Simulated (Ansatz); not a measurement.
```yaml
crystal:
  periodic: [false, false, false]
  atoms:
    - {symbol: O, position_ang: [-2.128064, -0.171937, -0.010254]}
    - {symbol: B, position_ang: [-1.882304, 0.985092, 0.050753]}
    - {symbol: S, position_ang: [1.647371, -0.279265, -0.010091]}
    - {symbol: H, position_ang: [1.561965, 1.047388, -0.060583]}
basis:
  gaussian: {orbitals: def2-TZVP}
magnetization: {spin_polarized: true, initial_magnetization: 2}
hamiltonian: {xc: pbe0}
relax: {f_tol: 0.004, max_steps: 80}
```

```sh
$ ansatz run in.yaml --threads 1 --pin off --events-out ev --progress --plain --max-ram 2176MiB
```

Steps of the relaxation (energy above the last step; positions in Å, forces in eV/Å):

```
4
step 1, 752.2 meV
O    -2.128   -0.172   -0.010   -0.396   -1.479   -0.112
B    -1.882    0.985    0.051    0.371    1.443    0.115
S     1.647   -0.279   -0.010    0.007   -0.400    0.048
H     1.562    1.047   -0.061    0.019    0.436   -0.051
```

```
4
step 2, 762.5 meV
O    -2.308   -0.181   -0.085    1.455    3.166    0.598
B    -1.757    0.917    0.132   -1.390   -3.263   -0.600
S     1.604   -0.247    0.059   -0.135    0.312   -0.005
H     1.660    1.092   -0.136    0.070   -0.215    0.007
```

```
4
step 3, 704.5 meV
O    -2.215   -0.181   -0.042    0.033    0.477    0.031
B    -1.803    0.945    0.085   -0.019   -0.559   -0.032
S     1.593   -0.261    0.021   -0.092    0.017    0.029
H     1.624    1.078   -0.094    0.078    0.065   -0.028
```

```
4
step 6, 557.7 meV
O    -2.421   -0.116   -0.062    2.014    1.949    0.374
B    -1.521    0.722    0.102   -1.725   -2.074   -0.379
S     1.383   -0.158    0.058   -0.245    0.390   -0.028
H     1.758    1.133   -0.128   -0.044   -0.265    0.033
```

```
4
step 20, 0.0 meV
O    -1.618    0.102   -0.452   -0.001   -0.001   -0.002
B    -1.023    0.578    0.574    0.002    0.000    0.002
S     0.753   -0.075    0.309    0.000    0.001    0.000
H     1.088    0.977   -0.461    0.000   -0.001    0.000
```

Close pairs at the end: O1–B2 1.278 Å, S3–H4 1.346 Å, B2–S3 1.911 Å.

A stationary point of unrestricted PBE0 after 20 steps, with ⟨S²⟩ = 2.010 against 2.00 for a pure state; no frequencies were run, so it isn't proven a minimum. 53 s on 1 thread of Intel Xeon 6975P-C, shared host.
